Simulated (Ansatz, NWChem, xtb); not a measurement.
How methods differ on SiPH4 (SMILES [SiH2]P)

The species is SiPH4 (6 atoms), meant as a doublet with charge 0. SMILES: `[SiH2]P`. The shape is that of a GFN2-xTB optimisation. This is one conformer, not always the lowest.

Quantity: the vertical electron affinity (to the singlet anion), in eV. The values are calculated.

The electron affinity is E(neutral) − E(anion): positive where the electron is bound.

```
                  level             kind  program  value (eV)
               GFN2-xTB   semi-empirical      xtb        5.63
             UHF/STO-3G     Hartree–Fock   Ansatz       -5.38
          USVWN5/STO-3G              LDA   Ansatz       -4.55
        U-revPBE/STO-3G              GGA   Ansatz       -4.49
           UBLYP/STO-3G              GGA   Ansatz       -4.54
            UPBE/STO-3G              GGA   Ansatz       -4.49
        U-r2SCAN/STO-3G         meta-GGA   Ansatz       -4.51
U-r2SCAN-D3(BJ)/6-311G*         meta-GGA   NWChem        0.73
       U-r2SCAN0/STO-3G  hybrid meta-GGA   Ansatz       -4.47
          UB3LYP/STO-3G    global hybrid   Ansatz       -4.31
```

The values span -5.38 to 5.63 eV. The xTB values lack the empirical shift that such differences need. Negative values mean that the anion is unbound at that level; they are set by how diffuse the basis is and aren't properties of the molecule.
